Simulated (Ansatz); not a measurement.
## H$_{2}$Ge–AsH⁺, doublet in cc-pVDZ: errors against UCCSDT(Q)

Geometry: that of the H2Ge–AsH, triplet, kept fixed.

```
atom    x (Å)    y (Å)    z (Å)
  Ge   0.0000  -0.0566   1.2141
  As   0.0000   0.0562  -1.2063
   H  -1.2446   0.6821   1.7739
   H   1.2446   0.6822   1.7739
   H   0.0000  -1.4603  -1.3789
```

Basis cc-pVDZ; Ansatz 0.2.0. Correlated methods freeze the noble-gas cores and the filled d shells of p-block atoms, which leaves 11 electrons in 41 orbitals. Prefix R: restricted or restricted open-shell reference; prefix U: unrestricted. No spin–orbit coupling is included, and no scalar relativity.

Full CI isn't at hand for all of this; UCCSDT(Q) serves as the reference, and is uncertain by the last step of the cluster series or more. The frozen core follows each run's orbitals, which can shift R against U totals by a few meV for light atoms and by up to 0.1 eV past Ca.

Unrestricted rows (U) aren't spin-pure: their determinants' ⟨S²⟩ exceeds S(S+1) by up to 0.35, so they mix in states of higher spin.

- UHF ⟨S²⟩: 1.104
- T1 diagnostic (RCCSD): 0.0296
- largest doubles amplitude (RCCSD): 0.107
- T1 diagnostic (UCCSD): 0.0565

```csv
level,E − E(UCCSDT(Q)) (kcal/mol),wall time
UHF,133.61,–
UMP2,33.76,–
UCCSD,5.81,–
UCCSD(T),1.54,38 s
UCCSDT,0.31,–
```

Run but not shown, since their state, orbitals or frozen core can't be matched to the reference's or they repeat it: RHF, RMP2, CISD, RCCSD, RCCSD(T), BCCD(T), RCCSDT, RCCSDT(Q).

Times hold each run's SCF and search for its determinant on a shared host, so for small cases they say little of a method's own cost; they ran on 1 thread of Arm Neoverse V2.
